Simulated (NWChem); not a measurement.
Species: hydrogen isocyanide (CHN); SMILES [C-]#[NH+]

All runs: NWChem. Structure relaxed at the PBE-D3(BJ)/def2-SVP level. Ions are spin-unrestricted doublets at the neutral geometry; other ion states weren't tried.

For level B3LYP/def2-SVPD:

| Quantity | Result |
|---|---|
| −ε(HOMO) (eV) | 8.89 |

Q: What are these values for level PBE/def2-SVPD?

A: 
* **−ε(HOMO) (eV)**: 7.50
